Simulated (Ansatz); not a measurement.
Cost and result for the atomization energy of BF, SMILES `[B]F` (2 atoms, 1 bond).

```xyz
2

B     0.277   -0.564    0.065
F    -0.277    0.564   -0.065
```

The species carries charge 0 and has multiplicity 1. The geometry is a stationary point of PBE0-D4/def2-TZVP. Program: Ansatz. All runs use 2 threads of an AMD EPYC 7R13 on a shared host. Times are those of one run each, without the atoms' runs, and a repeat can differ threefold. Electronic energies, without spin–orbit coupling; frozen cores. CCSD(T)/CBS extrapolates def2-TZVPP and def2-QZVPP, and its time is that of the two runs behind it. T1 = 0.016. HSE06 is the plane-wave form, built on full-range PBE exchange.

CCSD(T)/CBS is a level of theory with its own doubt, some kJ/mol a heavy atom from the limit and from the frozen cores, so smaller differences don't rank the functionals.

```json
{"level": "BHLYP-D4/def2-TZVPP", "functions": "62", "atomization (kJ/mol)": "717.3", "difference from CCSD(T)/CBS": "-43.2", "per bond": "-43.2"}
{"level": "PBE-D4/def2-TZVPP (with forces)", "functions": "62", "atomization (kJ/mol)": "782.1", "difference from CCSD(T)/CBS": "21.6", "per bond": "21.6"}
{"level": "PBE-QIDH/def2-TZVPP", "functions": "62", "atomization (kJ/mol)": "748.5", "difference from CCSD(T)/CBS": "-12.0", "per bond": "-12.0"}
{"level": "CAM-B3LYP-D4/def2-TZVPP", "functions": "62", "atomization (kJ/mol)": "763.4", "difference from CCSD(T)/CBS": "2.9", "per bond": "2.9"}
{"level": "CCSD(T)/def2-TZVPP", "functions": "62", "atomization (kJ/mol)": "742.2", "difference from CCSD(T)/CBS": "-18.3", "per bond": "-18.2"}
{"level": "CCSD(T)/CBS(def2)", "functions": "–", "atomization (kJ/mol)": "760.5", "difference from CCSD(T)/CBS": "0.0", "per bond": "0.0"}
{"level": "LDA (SPW92)/def2-TZVPP", "functions": "62", "atomization (kJ/mol)": "880.4", "difference from CCSD(T)/CBS": "119.9", "per bond": "120.0"}
{"level": "HSE06-D4/def2-TZVPP", "functions": "62", "atomization (kJ/mol)": "752.1", "difference from CCSD(T)/CBS": "-8.4", "per bond": "-8.4"}
{"level": "CCSD(T)/def2-SVP", "functions": "28", "atomization (kJ/mol)": "730.3", "difference from CCSD(T)/CBS": "-30.2", "per bond": "-30.2"}
{"level": "PBE0-D4/def2-TZVPP", "functions": "62", "atomization (kJ/mol)": "751.1", "difference from CCSD(T)/CBS": "-9.4", "per bond": "-9.3"}
{"level": "ωB97M-V/def2-TZVPP (with forces)", "functions": "62", "atomization (kJ/mol)": "772.3", "difference from CCSD(T)/CBS": "11.8", "per bond": "11.8"}
{"level": "B2PLYP/def2-TZVPP", "functions": "62", "atomization (kJ/mol)": "756.3", "difference from CCSD(T)/CBS": "-4.2", "per bond": "-4.2"}
{"level": "CCSD(T)/def2-QZVPP", "functions": "114", "atomization (kJ/mol)": "753.6", "difference from CCSD(T)/CBS": "-6.9", "per bond": "-6.9"}
```

Task: Order the runs by time, with rough figures. (Estimate.)

Result: Computed: LDA (SPW92)/def2-TZVPP 0.31 s; PBE0-D4/def2-TZVPP 0.36 s; CCSD(T)/def2-SVP 0.36 s; BHLYP-D4/def2-TZVPP 0.41 s; CAM-B3LYP-D4/def2-TZVPP 0.45 s; PBE-D4/def2-TZVPP (with forces) 0.46 s; HSE06-D4/def2-TZVPP 0.66 s; ωB97M-V/def2-TZVPP (with forces) 0.8 s; B2PLYP/def2-TZVPP 0.82 s; CCSD(T)/def2-TZVPP 1 s; PBE-QIDH/def2-TZVPP 1.1 s; CCSD(T)/def2-QZVPP 3.7 s; CCSD(T)/CBS(def2) 4.8 s.

From BLYP to BHLYP (50 % exact exchange), in def2-TZVPP and without D4, the atomization energy moves by −49.2 kJ/mol: exact exchange takes away binding that semilocal exchange gives to molecules. In def2-TZVPP, CCSD(T) changes the Hartree–Fock value by +169.6 kJ/mol (the triples alone add +15.5 kJ/mol) and MP2 by +206.1 kJ/mol; breaking electron pairs costs correlation energy, which Hartree–Fock lacks. At CCSD(T), def2-SVP lies −30.2 kJ/mol from the extrapolated value and def2-TZVPP −18.2 kJ/mol: correlation converges slowly with the basis, and small sets miss more of it in the bonded molecule than in its fragments.
